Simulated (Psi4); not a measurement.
# A workflow on CH3ClMg (SMILES [CH3][Mg][Cl])

Aim: a series of 10 runs (PBE-D4/def2-SVP, PBE0-D4/def2-TZVP, PBE-D4/def2-TZVPP, r2SCAN-D4/def2-TZVPP, B3LYP-D4/def2-TZVPP, PBE0-D4/def2-TZVPP, wB97M-V/def2-TZVPP, CCSD(T)/def2-TZVPP, and more) of CH3ClMg. 

Program for the calculation: Psi4 1.11.

**1. The molecule**

CH3ClMg: 6 atoms, total charge 0, spin state singlet. SMILES: `[CH3][Mg][Cl]`. The shape comes from GFN2-xTB, rattled, which is rough for such elements, and wasn't checked as a minimum. The run starts from this shape.

Bond lengths: C1–Mg2 2.159 Å, Mg2–Cl3 2.094 Å, C1–H4 1.111 Å, C1–H5 1.099 Å, C1–H6 1.037 Å. Angles: C1–Mg2–Cl3 132.5°, Mg2–C1–H4 107.0°, Mg2–C1–H5 114.1°, Mg2–C1–H6 115.3°, H4–C1–H5 103.6°, H4–C1–H6 110.2°, H5–C1–H6 106.2°.

**2. A geometry optimisation at PBE-D4/def2-SVP (density fitting) (run 1)**

The input, ch3clmg.inp:

```
memory 3.3 GB

molecule molecule1 {
  C     -0.509051     0.544349    -0.321087
  Mg     1.131302    -0.279914     0.814634
  Cl     1.736599    -2.246465     1.202183
  H     -1.180014    -0.301537    -0.581383
  H     -0.216863     0.952392    -1.298327
  H     -1.045216     1.292584     0.155414
  units angstrom
  symmetry c1
}

set {
  basis                   def2-SVP
  reference               rks
  scf_type                df
  geom_maxiter            60
  max_force_g_convergence 0.0005
}

E = opt("pbe-d4")
```

On the command line:

```bash
$ psi4 ch3clmg.inp ch3clmg.out -n 2
```

ch3clmg.out:

```text
[...]
  Running in c1 symmetry.
[...]
  Nuclear repulsion =  105.954468164933175
[...]
  Multiplicity = 1
[...]
  Nalpha       = 19
  Nbeta        = 19
[...]
    Number of basis functions: 65
[...]
   @DF-RKS iter   1:  -699.15373961856017   -4.85025e-02   1.38870e-02 ADIIS/DIIS
[...]
   @DF-RKS iter   7:  -699.64224884569103   -1.93268e-12   3.31137e-09 DIIS
[...]
    Orbital Energies [Eh]
    ---------------------
    Doubly Occupied:
       1A   -100.595880     2A    -46.260006     3A     -9.876554
       4A     -9.129955     5A     -6.955849     6A     -6.952455
       7A     -6.952455     8A     -2.963865     9A     -1.759923
      10A     -1.759921    11A     -1.752367    12A     -0.688994
      13A     -0.588245    14A     -0.337851    15A     -0.337753
      16A     -0.299780    17A     -0.254904    18A     -0.254903
      19A     -0.234463
[...]
  @DF-RKS Final Energy:  -699.64224884569103
   => Energetics <=
    Nuclear Repulsion Energy =            101.4108873379697826
    One-Electron Energy =               -1170.1056986918192706
    Two-Electron Energy =                 419.9411160401003258
    DFT Exchange-Correlation Energy =     -50.8858831749604974
    Empirical Dispersion Energy =          -0.0026703569813043
    VV10 Nonlocal Energy =                  0.0000000000000000
    Total Energy =                       -699.6422488456910287
[...]
 Multipole Moments:
 ------------------------------------------------------------------------------------
     Multipole            Electronic (a.u.)      Nuclear  (a.u.)        Total (a.u.)
 ------------------------------------------------------------------------------------
 L = 1.  Multiply by 2.5417464519 to convert [e a0] to [Debye]
 Dipole X            :          6.0586586           -6.5951313           -0.5364727
 Dipole Y            :         -5.8110032            6.3258480            0.5148448
 Dipole Z            :          4.1983360           -4.5703525           -0.3720164
 Magnitude           :                                                    0.8314231
[...]
  -Total Gradient:
     Atom            X                  Y                   Z
    ------   -----------------  -----------------  -----------------
       1        0.000021212063     0.000244362546     0.000218819848
       2        0.000059155371    -0.000162637434     0.000022153265
       3       -0.000132609338     0.000129753206    -0.000089872370
       4        0.000060313373    -0.000058369775     0.000012872917
       5       -0.000050851989    -0.000008545115    -0.000020344309
       6       -0.000000913648    -0.000096814712    -0.000176344933
[...]
```

On the terminal:

```text
Interior angle of 179.8 for bend B((2, 1, 0)) can't work in good torsion
Optimizer: Optimization complete!
```

Run time: 2 min. Hardware: 2 threads of AMD EPYC (Zen 3), shared host; peak memory 0.49 GiB.

The path in brief:

```
step  energy from the first frame kept (eV)  largest force (eV/Å)
   0                                 0.0000                2.8705
   1                                -0.3174                0.9526
   2                                -0.4269                0.4690
   3                                -0.4969                0.4269
   4                                -0.5623                0.3300
   5                                -0.5756                0.3168
   6                                -0.5810                0.1405
   7                                -0.5826                0.0359
   8                                -0.5828                0.0169
```

After the run. Bond lengths: C1–Mg2 2.089 Å, Mg2–Cl3 2.223 Å, C1–H4 1.111 Å, C1–H5 1.110 Å, C1–H6 1.110 Å. Angles: C1–Mg2–Cl3 179.9°, Mg2–C1–H4 111.2°, Mg2–C1–H5 111.5°, Mg2–C1–H6 111.6°, H4–C1–H5 107.4°, H4–C1–H6 107.5°, H5–C1–H6 107.5°.

**3. A geometry optimisation at PBE0-D4/def2-TZVP (density fitting) (run 2)**

The input, input.inp:

```
memory 3.3 GB

molecule m {
  0 1
  C     -0.669938     0.634718    -0.449762
  Mg     0.678801    -0.658829     0.484633
  Cl     2.112421    -2.037996     1.477657
  H     -1.567035     0.087393    -0.808929
  H     -0.211052     1.134218    -1.329011
  H     -1.019396     1.430230     0.241185
  units angstrom
  symmetry c1
}

set globals {
  basis                   def2-TZVP
  scf_type                df
  geom_maxiter            50
  max_force_g_convergence 0.0002
}

e_tot = optimize('pbe0-d4')
```

On the command line:

```bash
$ psi4 -n 2 input.inp input.out
```

input.out:

```text
[...]
  Running in c1 symmetry.
[...]
  Nuclear repulsion =  101.410886947595515
[...]
  Multiplicity = 1
[...]
  Nalpha       = 19
  Nbeta        = 19
[...]
    Number of basis functions: 118
[...]
   @DF-RKS iter   1:  -699.60221749921209   -3.50322e-01   7.57562e-03 DIIS/ADIIS
[...]
   @DF-RKS iter   7:  -699.98176091572816   -1.36424e-12   1.83770e-09 DIIS
[...]
    Orbital Energies [Eh]
    ---------------------
    Doubly Occupied:
       1A   -101.655115     2A    -46.947673     3A    -10.192831
       4A     -9.482295     5A     -7.212018     6A     -7.210197
       7A     -7.210197     8A     -3.169121     9A     -1.893835
      10A     -1.893835    11A     -1.886693    12A     -0.788784
      13A     -0.684584    14A     -0.397695    15A     -0.397684
      16A     -0.355830    17A     -0.313241    18A     -0.313241
      19A     -0.279018
[...]
  @DF-RKS Final Energy:  -699.98176091572816
   => Energetics <=
    Nuclear Repulsion Energy =            102.7231959717555583
    One-Electron Energy =               -1173.4960553529808749
    Two-Electron Energy =                 409.3780076123291565
    DFT Exchange-Correlation Energy =     -38.5846301221424071
    Empirical Dispersion Energy =          -0.0022790246896534
    VV10 Nonlocal Energy =                  0.0000000000000000
    Total Energy =                       -699.9817609157281595
[...]
 Multipole Moments:
 ------------------------------------------------------------------------------------
     Multipole            Electronic (a.u.)      Nuclear  (a.u.)        Total (a.u.)
 ------------------------------------------------------------------------------------
 L = 1.  Multiply by 2.5417464519 to convert [e a0] to [Debye]
 Dipole X            :          5.9645407           -6.5149168           -0.5503762
 Dipole Y            :         -5.7170837            6.2474011            0.5303174
 Dipole Z            :          4.1334926           -4.5147586           -0.3812661
 Magnitude           :                                                    0.8541161
[...]
  -Total Gradient:
     Atom            X                  Y                   Z
    ------   -----------------  -----------------  -----------------
       1        0.000033196651     0.000024399702     0.000033347756
       2       -0.000030326480     0.000019996962    -0.000025677734
       3       -0.000005930831    -0.000001712951    -0.000004203346
       4       -0.000004699092    -0.000024088052     0.000001094561
       5       -0.000007612499     0.000004579703    -0.000008304916
       6       -0.000016362584     0.000009551988    -0.000019262387
[...]
```

The script printed:

```text
Optimizer: Optimization complete!
```

Wall time 85 s (2 threads of AMD EPYC (Zen 3), shared host); peak memory 0.7 GiB.

Steps, from the record of the run:

```
step  energy from the first frame kept (eV)  largest force (eV/Å)
   0                                 0.0000                0.5352
   1                                -0.0210                0.1201
   2                                -0.0217                0.0364
   3                                -0.0217                0.0027
```

After the run. Bond lengths: C1–Mg2 2.067 Å, Mg2–Cl3 2.193 Å, C1–H4 1.094 Å, C1–H5 1.094 Å, C1–H6 1.094 Å. Angles: C1–Mg2–Cl3 179.9°, Mg2–C1–H4 111.3°, Mg2–C1–H5 111.4°, Mg2–C1–H6 111.5°, H4–C1–H5 107.5°, H4–C1–H6 107.5°, H5–C1–H6 107.5°.

**4. Vibrational wavenumbers at PBE0-D4/def2-TZVP (density fitting) (run 3)**

The input, ch3clmg.inp:

```
memory 3300 MB

molecule mol {
  0 1
  C     -0.650164     0.613958    -0.436414
  Mg     0.684688    -0.665015     0.488673
  Cl     2.099498    -2.024597     1.468846
  H     -1.535052     0.077312    -0.790536
  H     -0.197132     1.106734    -1.301421
  H     -0.992443     1.397292     0.245840
  symmetry c1
}

set basis def2-TZVP
set reference rks
set scf_type df
set rotational_symmetry_number 3

e, wfn = frequency('pbe0-d4', return_wfn=True)
```

On the command line:

```bash
$ psi4 -i ch3clmg.inp -o ch3clmg.out -n 2
```

ch3clmg.out:

```text
Psi4 1.11 release

         ----------------------------------------------------------
                                   FINDIF
         ----------------------------------------------------------

[... 214 lines left out ...]
   @DF-RKS iter   4:  -699.98061286580662   -1.27620e-02   4.69173e-04 DIIS/ADIIS
[... 47 lines left out ...]
    Two-Electron Energy =                 409.3780129050223877
[... 253 lines left out ...]
   @DF-RKS iter   1:  -699.59656246587735   -3.19740e-01   7.66945e-03 DIIS/ADIIS
[... 23 lines left out ...]
  @DF-RKS Final Energy:  -699.98175829003299
[... 160 lines left out ...]
                           Total Energy        Delta E     RMS |[F,P]|
[... 13 lines left out ...]
  Energy and wave function converged.
[... 104 lines left out ...]
    Weights Tolerance      =       1.00E-15
[... 1 line left out ...]
  -Total Gradient:
     Atom            X                  Y                   Z
    ------   -----------------  -----------------  -----------------
       1        0.000010666354    -0.000379479362     0.000064360789
       2       -0.000012111229     0.000016095131    -0.000064250717
       3       -0.000008826631    -0.000001284282     0.000000487866
       4       -0.000070894443     0.000002731243     0.000138515461
       5        0.000318344923     0.000183337890    -0.000390226422
       6       -0.000268992322     0.000210109427     0.000228408784

	total time  =          7 seconds =       0.12 minutes

    Psi4 run time: 0:00:27.58

[set-up sections that repeat, and orbital energies of the middle runs, are left out above]
```

It took 11 min on 2 threads of AMD EPYC (Zen 3), shared host.

The run was cut off at its time limit.

Runs 4 to 9 aren't shown in full; the table further down has their settings and results.

**5. A single-point energy at MP2/def2-QZVPP (density fitting, density fitting for correlation) (run 10)**

The input, input.dat:

```
memory 3300 MB

molecule geom {
  0 1
  C     -1.22863190     1.16021247    -0.82470294
  Mg     1.29387280    -1.25669622     0.92345813
  Cl     3.96747622    -3.82593384     2.77571666
  H     -2.90082787     0.14609851    -1.49389653
  H     -0.37252549     2.09142415    -2.45932926
  H     -1.87544546     2.64049920     0.46457027
  units au
  symmetry c1
}

set {
  basis           def2-QZVPP
  reference       rhf
  scf_type        df
  num_frozen_docc 7
}

energy_value, wavefunction = energy('mp2', return_wfn=True)
```

On the command line:

```bash
$ psi4 -i input.dat -o output.dat -n 2
```

output.dat:

```text
[...]
  Running in c1 symmetry.
[...]
  Nuclear repulsion =  102.723202592783451
[...]
  Multiplicity = 1
[...]
  Nalpha       = 19
  Nbeta        = 19
[...]
    Number of basis functions: 280
[...]
   @DF-RHF iter   1:  -698.69317779551989   -8.52383e-01   1.98846e-03 ADIIS/DIIS
[...]
   @DF-RHF iter  11:  -698.84880706811248   -1.36424e-11   2.89784e-09 DIIS
[...]
    Orbital Energies [Eh]
    ---------------------
    Doubly Occupied:
       1A   -104.783183     2A    -49.043472     3A    -11.186644
       4A    -10.509549     5A     -7.976151     6A     -7.975624
       7A     -7.975624     8A     -3.785200     9A     -2.305565
      10A     -2.305565    11A     -2.303679    12A     -1.030772
      13A     -0.900534    14A     -0.529952    15A     -0.529932
      16A     -0.477156    17A     -0.433615    18A     -0.433615
      19A     -0.381344
[...]
  @DF-RHF Final Energy:  -698.84880706811248
   => Energetics <=
    Nuclear Repulsion Energy =            102.7232025927834513
    One-Electron Energy =               -1173.4096679772310381
    Two-Electron Energy =                 371.8376583163350233
    Total Energy =                       -698.8488070681124782
[...]
 Multipole Moments:
 ------------------------------------------------------------------------------------
     Multipole            Electronic (a.u.)      Nuclear  (a.u.)        Total (a.u.)
 ------------------------------------------------------------------------------------
 L = 1.  Multiply by 2.5417464519 to convert [e a0] to [Debye]
 Dipole X            :          5.9782791           -6.5149173           -0.5366381
 Dipole Y            :         -5.7298314            6.2474006            0.5175691
 Dipole Z            :          4.1430569           -4.5147575           -0.3717006
 Magnitude           :                                                    0.8330784
[...]
```

Wall time 29 s (2 threads of AMD EPYC (Zen 3), shared host); peak memory 0.69 GiB.

**6. All runs side by side**

```
run                                                                  level  geom maxiter  max force g convergence  energy (Eh)  dipole moment (D)  HOMO energy (eV)  LUMO energy (eV)  wall time
  1                                      PBE-D4/def2-SVP (density fitting)            60                   0.0005  -699.642249               2.11             -6.38             -1.68      2 min
  2                                    PBE0-D4/def2-TZVP (density fitting)            50                   0.0002  -699.981761               2.17             -7.59             -1.06       85 s
  3                                    PBE0-D4/def2-TZVP (density fitting)             –                        –      timeout                  –                 –                 –     11 min
  4                                    PBE-D4/def2-TZVPP (density fitting)             –                        –  -699.918483               2.17             -6.41             -1.74       49 s
  5                                 r2SCAN-D4/def2-TZVPP (density fitting)             –                        –  -700.207603               2.13             -6.59             -1.30    1.8 min
  6                                  B3LYP-D4/def2-TZVPP (density fitting)             –                        –  -700.337090               2.15             -7.39             -1.34       48 s
  7                                   PBE0-D4/def2-TZVPP (density fitting)             –                        –  -699.982886               2.17             -7.59             -1.06       53 s
  8                                   wB97M-V/def2-TZVPP (density fitting)             –                        –      timeout                  –                 –                 –      2 min
  9  CCSD(T)/def2-TZVPP (density fitting, density fitting for correlation)             –                        –      timeout                  –                 –                 –    5.3 min
 10      MP2/def2-QZVPP (density fitting, density fitting for correlation)             –                        –  -699.492712                  –            -10.38              0.74       29 s
```

**7. What came out**

| quantity | value |
| --- | --- |
| run 10, MP2/def2-QZVPP: total energy | -699.49271 Eh |
| run 10, MP2/def2-QZVPP: HOMO energy (Hartree–Fock orbitals) | -10.38 eV |
| run 10, MP2/def2-QZVPP: LUMO energy (Hartree–Fock orbitals) | 0.74 eV |
| run 10, MP2/def2-QZVPP: HOMO–LUMO gap (Hartree–Fock orbitals) | 11.11 eV |
| run 10, MP2/def2-QZVPP: correlation energy (7 core orbitals frozen) | -643.9 mEh |

**Reading.** Over runs 4, 5, 6, 7 the dipole moment (its size) runs from 2.13 D (r2SCAN-D4/def2-TZVPP) to 2.17 D (PBE0-D4/def2-TZVPP). Over runs 4, 5, 6, 7 the HOMO–LUMO gap runs from 4.67 eV (PBE-D4/def2-TZVPP) to 6.53 eV (PBE0-D4/def2-TZVPP). Totals of different functionals can't be ranked against each other. All runs together took 26 min, the longest 11 min. 3 of the 10 runs did not end normally.
